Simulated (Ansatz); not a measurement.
# Copper, fcc under LDA: how the Gaussian smearing moves the result

How small must the Gaussian smearing width be for energy and pressure to settle? The geometry was relaxed under LDA beforehand and stays fixed; 7 values are run, from 0.01 to 1.0 eV. Wanted are the values from which on the energy stays within 10 and 1 meV/atom, and the pressure within 0.5 GPa, of the narrowest run. Within the series other settings stay, but some runs also write fields, which adds to their time. Spin polarisation is left out.

Method: DFT LDA, plane waves with PAW, scalar-relativistic, in Ansatz 0.2.0.

### Step 1. The starting structure

The structure is cubic, space group Fm-3m (No. 225). Conventional cell: a = 3.518 Å, b = 3.518 Å, c = 3.518 Å, α = 90.00°, β = 90.00°, γ = 90.00°. Cu (site symmetry m-3m) is surrounded by 12 Cu at 2.49 Å.

Coordinates:

```cif
data_structure
_symmetry_space_group_name_H-M 'Fm-3m'
_symmetry_Int_Tables_number 225
_cell_length_a 3.5176
_cell_length_b 3.5176
_cell_length_c 3.5176
_cell_angle_alpha 90.000
_cell_angle_beta 90.000
_cell_angle_gamma 90.000
_cell_volume 43.53
loop_
_atom_site_label
_atom_site_type_symbol
_atom_site_symmetry_multiplicity
_atom_site_Wyckoff_symbol
_atom_site_fract_x
_atom_site_fract_y
_atom_site_fract_z
_atom_site_occupancy
Cu1 Cu 4 a 0.00000 0.00000 0.00000 1
```

### Step 2. With a width of 0.01 eV

The run at 0.01 eV.

File input.yaml:

```yaml
crystal:
  lattice:
    - [0.0, 1.7588202533, 1.7588202533]
    - [1.7588202533, 0.0, 1.7588202533]
    - [1.7588202533, 1.7588202533, 0.0]
  atoms:
    - { symbol: Cu, position: [0.0, 0.0, 0.0] }
hamiltonian:
  xc: lda
  pseudopotentials:
    kind: paw
    azcp:
      Cu: "pseudopotentials/Cu.paw.azcp"
basis:
  ecutwfc: 420
  fft_grid_basis: typed
kpoints:
  mp_grid: { grid: [15, 15, 15], shift: [0, 0, 0] }
magnetization:
  spin_polarized: false
scf:
  occupations: { method: gaussian, width: 0.01 }
  lower_state_search: "off"
output:
  stress: true
  write_density: true
  write_potential: true
  elf: true
  volumetric_format: npy
```

Run with:

```sh
$ ansatz run input.yaml --threads 2 --pin off --max-ram 5120MiB --backend cpu --events-out ev --progress --plain --runs-dir out
```

### Step 3. With a width of 0.03 eV

The run at 0.03 eV.

Edit input.yaml of step 2 so:

```diff
@@ -21,3 +21,3 @@
 scf:
-  occupations: { method: gaussian, width: 0.01 }
+  occupations: { method: gaussian, width: 0.03 }
   lower_state_search: "off"
@@ -25,5 +25 @@
   stress: true
-  write_density: true
-  write_potential: true
-  elf: true
-  volumetric_format: npy
```

### Step 4. With a width of 0.1 eV

The run at 0.1 eV.

Edit input.yaml of step 3 so:

```diff
@@ -21,3 +21,3 @@
 scf:
-  occupations: { method: gaussian, width: 0.03 }
+  occupations: { method: gaussian, width: 0.1 }
   lower_state_search: "off"
```

### Step 5. With a width of 0.2 eV

The run at 0.2 eV.

Edit input.yaml of step 4 so:

```diff
@@ -21,3 +21,3 @@
 scf:
-  occupations: { method: gaussian, width: 0.1 }
+  occupations: { method: gaussian, width: 0.2 }
   lower_state_search: "off"
```

### Step 6. With a width of 0.3 eV

The run at 0.3 eV.

Edit input.yaml of step 5 so:

```diff
@@ -21,3 +21,3 @@
 scf:
-  occupations: { method: gaussian, width: 0.2 }
+  occupations: { method: gaussian, width: 0.3 }
   lower_state_search: "off"
```

### Step 7. With a width of 0.6 eV

The run at 0.6 eV.

Edit input.yaml of step 6 so:

```diff
@@ -21,3 +21,3 @@
 scf:
-  occupations: { method: gaussian, width: 0.3 }
+  occupations: { method: gaussian, width: 0.6 }
   lower_state_search: "off"
```

### Step 8. With a width of 1.0 eV

The run at 1.0 eV.

Edit input.yaml of step 7 so:

```diff
@@ -21,3 +21,3 @@
 scf:
-  occupations: { method: gaussian, width: 0.6 }
+  occupations: { method: gaussian, width: 1.0 }
   lower_state_search: "off"
```

(Steps that only read results are left out.)

**Question.** What will these runs give?

**Answer**, as computed:

| quantity | value |
| --- | --- |
| E(σ → 0) stays within 10 meV/atom of 0.01 eV | up to 1.0 eV |
| E(σ → 0) stays within 1 meV/atom | up to 0.6 eV |
| pressure stays within 0.5 GPa | up to 0.6 eV |
| pressure at 0.01 eV | -0.13 GPa |
| energy of a separate run on a finer mesh (25×25×25) | +0.3 meV/atom from 0.01 eV |

The far end, 1.0 eV, lies +6.0 meV/atom and +1.0 GPa from the yardstick. The free energy F moves by -74.5 meV/atom over the range, and the estimate for σ → 0 by +6.0. In theory F falls as the square of the width under this scheme, but here the ratio is not steady: the mesh at narrow widths, or a density of states that varies over the wide ones, can both cause that. The mesh (15×15×15) is fixed, so the narrowest widths carry a k-point error of their own. A run on a finer mesh agrees with the yardstick to 1 meV/atom. The cell taken over is 8 % smaller than the measured one (11.81 Å³/atom, COD).
